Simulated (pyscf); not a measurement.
Thermochemistry of product channels of `[AlH2][Cl]` on the singlet surface, in eV, from ωB97M-D3(BJ)/def2-TZVP energies (ideal gas, 1 atm, RRHO with modes under 100 cm⁻¹ raised to 100, one conformer, R ln 2 for rigid chiral ones). Structures and frequencies: ωB97X-D3(BJ)/def2-SVP in PySCF.

```
products                            ΔE  ΔH(298 K)  ΔG(298 K)  ΔG(1200 K)
-------------------------------  -----  ---------  ---------  ----------
`[Al][Cl]` [singlet] + `[H][H]`  +0.66      +0.63      +0.30           …
`[ClH]` + `[AlH]` [singlet]          …      +2.81      +2.44       +1.30
```

### Question
What belongs in the gaps?

### Answer

- `[Al][Cl]` [singlet] + `[H][H]`, ΔG(1200 K): -0.73
- `[ClH]` + `[AlH]` [singlet], ΔE: +2.86

The channel to Al–Cl [singlet] + H₂ turns favourable between 298 and 1200 K (ΔG from +0.30 eV to -0.73 eV).

These are energies of the channels, which say nothing of barriers.
